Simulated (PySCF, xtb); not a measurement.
ethanol (C₂H₆O), SMILES CCO.

GFN2-xTB run with xtb at its own geometry gives an orbital gap of 12.88 eV and a dipole moment of 2.00 D.

Geometry optimised at B3LYP-D3(BJ)/def2-TZVP. Other conformers were not sampled.

Problem. What does PBE/def2-TZVPD in PySCF give? (Estimate from the structure and the level; the computed values follow.)

Solution. gap 5.84 eV (levels -6.25 and -0.41 eV), dipole 1.63 D.
